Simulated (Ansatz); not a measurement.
Ansatz (an electronic-structure program) input (CCSD(T)/aug-cc-pVDZ):

Ansatz 0.2 input:
```yaml
crystal:
  periodic: [false, false, false]
  atoms:
    - {symbol: N, position_ang: [0.00224146, -0.00382052, 0.11155442]}
    - {symbol: H, position_ang: [-0.00202883, 0.95117179, -0.22808750]}
    - {symbol: H, position_ang: [0.80949996, -0.46442426, -0.29287493]}
    - {symbol: H, position_ang: [-0.82316134, -0.46000387, -0.25991854]}
basis:
  gaussian:
    orbitals: aug-cc-pVDZ
magnetization: {spin_polarized: false}
correlation: {method: ccsd_t, electrons: outside_noble_gas}
output: {forces: true}
```

Output:

```
Functional definition: HF
integrals: 0.02 GiB planned
479 factors; integrals over basis functions are off by at most 8.1e-4 eV
mean field: 0.07 GiB planned
mean field evaluation 1: about -1527.4373 eV, gradient 3.1e1 eV
mean field evaluation 2: about -1527.4369 eV, gradient 3.1e1 eV
mean field evaluation 4: about -1529.4136 eV, gradient 1.6e0 eV
mean field evaluation 8: about -1529.4253 eV, gradient 6.4e-4 eV
mean field evaluation 16: about -1529.4249 eV, gradient 2.5e-1 eV
mean field -1529.42530003 eV, -56.2053430944 hartree, gradient 2.6e-6 eV, S^2 0.000000; 0 other end points of the search recorded, 0 dependent functions left out
1 core orbitals not correlated
reference -1529.42530003 eV, -56.2053430944 hartree; 4, 4 occupied and 45, 45 virtual orbitals, 479 factors
densities: 0.10 GiB planned
second order -5.42664534 eV of doubles, -0.00000000 eV of singles
coupled cluster: 0.09 GiB planned
cycle   1  -5.68522265 eV  change   -2.6e-1 eV  update   4.4e-2
cycle   2  -5.81091880 eV  change   -1.3e-1 eV  update   1.3e-2
cycle   3  -5.83635251 eV  change   -2.5e-2 eV  update   5.4e-3
cycle   4  -5.83557986 eV  change    7.7e-4 eV  update   1.3e-3
cycle   5  -5.83553931 eV  change    4.1e-5 eV  update   4.7e-4
cycle   6  -5.83554573 eV  change   -6.4e-6 eV  update   1.4e-4
cycle   7  -5.83550726 eV  change    3.8e-5 eV  update   5.5e-5
cycle   8  -5.83550051 eV  change    6.7e-6 eV  update   2.3e-5
cycle   9  -5.83549962 eV  change    9.0e-7 eV  update   7.2e-6
perturbative correction -0.14864741 eV, -0.0054626917 hartree
the calculation of the forces begins
Total energy: -1535.40944706 eV, -56.4252564417 hartree
Atom 0 at     0.002241    -0.003821     0.111554 Å, force     0.010848    -0.018492     0.539933 eV/Å
Atom 1 at    -0.002029     0.951172    -0.228087 Å, force    -0.002527     0.326946    -0.169014 eV/Å
Atom 2 at     0.809500    -0.464424    -0.292875 Å, force     0.273750    -0.154980    -0.191070 eV/Å
Atom 3 at    -0.823161    -0.460004    -0.259919 Å, force    -0.282072    -0.153474    -0.179850 eV/Å
Dipole moment:    -0.006201     0.010569    -0.308599 e Å
```
